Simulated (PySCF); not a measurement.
Gas-phase reaction: 3 AlCl + 6 HCl + NH3 + N2 → 3 AlCl3.NH3

Computed with PySCF and rigid-rotor harmonic-oscillator thermochemistry at 1 bar. † marks an energy on the PBE0/def2-TZVP geometry and frequencies. MP2 freezes the core. All species are closed-shell singlets. B3LYP is the form with VWN-RPA correlation. Adducts (AlCl3.NH3) have no counterpoise correction, and HF, PBE, BLYP, B3LYP and PBE0 lack dispersion. MP2 isn't extrapolated to the basis-set limit.

HF/def2-TZVP† gives ΔH°(298 K) = -1526 kJ.

Q: What do MP2/def2-SVP†, M06-2X/def2-TZVP†, B3LYP/def2-TZVP† give?

A: MP2/def2-SVP†: -1661 kJ; M06-2X/def2-TZVP†: -1647 kJ; B3LYP/def2-TZVP†: -1490 kJ. For scale, ΔH°(298 K) is -1526 kJ at this level, -1605 kJ at ωB97M-V/def2-TZVP†, and runs from -1953 to -1374 kJ over the 19 levels computed.
